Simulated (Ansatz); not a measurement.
```yaml
crystal:
  periodic: [false, false, false]
  atoms:
    - {symbol: N, position_ang: [-1.932581, 0.133353, -0.806364]}
    - {symbol: C, position_ang: [-0.779024, 0.157431, -0.332602]}
    - {symbol: C, position_ang: [0.206138, -0.883786, 0.125935]}
    - {symbol: C, position_ang: [1.089762, 0.326746, 0.429768]}
    - {symbol: O, position_ang: [0.046520, 1.217549, -0.046635]}
    - {symbol: H, position_ang: [-2.280175, 1.071584, -0.997346]}
    - {symbol: H, position_ang: [-0.123897, -1.467881, 0.983722]}
    - {symbol: H, position_ang: [0.555006, -1.549677, -0.662002]}
    - {symbol: H, position_ang: [1.608662, 0.563750, 1.531597]}
    - {symbol: H, position_ang: [1.308662, 0.513750, 1.481597]}
basis:
  gaussian: {orbitals: "6-31++G**", fitting: {mean_field: def2-universal-jkfit}}
hamiltonian: {xc: {name: SPW92}, pseudopotentials: {relativity: scalar}}
output: {forces: true}
```

```sh
$ ansatz run in.yaml --threads 2 --pin off --events-out ev --progress --plain --max-ram 4352MiB
```

Output, abridged:

```
Functional definition: SPW92
469 factors; integrals over basis functions are off by at most 1.9e-1 eV
mean field evaluation 1: about -6643.4445 eV, gradient 7.4e1 eV
mean field evaluation 2: about -6620.2242 eV, gradient 1.2e2 eV
mean field evaluation 4: about -6655.5378 eV, gradient 1.5e1 eV
mean field evaluation 8: about -6656.0298 eV, gradient 2.1e-1 eV
mean field evaluation 16: about -6656.0366 eV, gradient 1.0e-4 eV
mean field -6656.03663545 eV, -244.6048347292 hartree, gradient 1.0e-5 eV, S^2 0.000000; 0 other end points of the search recorded, 0 dependent functions left out
reference -6656.03671394 eV, -244.6048376135 hartree; 19, 19 occupied and 106, 106 virtual orbitals, 469 factors
Total energy: -6656.03671394 eV, -244.6048376135 hartree
Relativity: scalar
Atom 0 at    -1.932581     0.133353    -0.806364 Å, force    -0.369661    -0.422055    -0.398066 eV/Å
Atom 1 at    -0.779024     0.157431    -0.332602 Å, force     0.326124    -0.531965     0.706229 eV/Å
Atom 2 at     0.206138    -0.883786     0.125935 Å, force    -0.029055     0.870125     1.395083 eV/Å
Atom 3 at     1.089762     0.326746     0.429768 Å, force     0.941617    -0.715307    -7.831091 eV/Å
Atom 4 at     0.046520     1.217549    -0.046635 Å, force     0.643703     0.362672     1.482731 eV/Å
Atom 5 at    -2.280175     1.071584    -0.997346 Å, force    -0.259017     0.507737    -0.156745 eV/Å
Atom 6 at    -0.123897    -1.467881     0.983722 Å, force    -0.442000    -0.440913     0.281484 eV/Å
Atom 7 at     0.555006    -1.549677    -0.662002 Å, force     0.408033    -0.190255    -0.263544 eV/Å
Atom 8 at     1.608662     0.563750     1.531597 Å, force   108.606194    18.302761    17.529015 eV/Å
Atom 9 at     1.308662     0.513750     1.481597 Å, force  -109.825937   -17.742799   -12.745095 eV/Å
Dipole moment:     0.186364    -0.073857     0.627416 e Å
```

In this input one atom was put on top of another. Self-consistency was reached. The result belongs to that input, not to the molecule as meant.
